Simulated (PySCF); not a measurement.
# C3H4F2: the cost of one run

Programs: PySCF 2.14.0, with density-fitted response routines of our own. Each step states its level of theory. These are calculated values for one molecule in the gas phase, unless marked as measured. Atoms are numbered from 0 throughout.

### Step 1. Starting geometry

9 atoms, charge 0, multiplicity 1; geometry from: GFN2-xTB. The atoms were then displaced at random by about 0.01 Å, so the start is not that level's minimum.

Bonds of the start (Å): C0–C1 1.35, C1–F2 1.36, C1–C3 1.46, C3–F4 1.37, C0–H5 1.05, C0–H6 1.07, C3–H7 1.10, C3–H8 1.13.

### Step 2. Optimising the geometry at PBE0-D3(BJ)/def2-SVP

What the job is given:

```
{"job": {"xc": "PBE0", "basis": "def2-SVP", "d3": "d3bj", "grid": 1, "shake": 0.01, "kind": "geom"}, "charge": 0, "multiplicity": 1}
C      1.368060    -0.207590     0.375500
C      0.304630     0.352970    -0.235590
F      0.436090     1.420560    -1.063490
C     -1.095330    -0.055020    -0.152310
F     -1.284160    -1.138800     0.668280
H      1.210450    -1.022280     1.016930
H      2.348860     0.204580     0.231310
H     -1.488400    -0.338390    -1.144430
H     -1.742400     0.766820     0.270060
```

Launch:

```bash
OMP_NUM_THREADS=1 python probes_run.py task.json out
```

This one command runs all jobs of the session in turn.

Q: Estimate the wall time and peak memory of this first job on 1 thread of Arm Neoverse V2, shared host.

About 21 s, with a peak of 0.38 GiB.
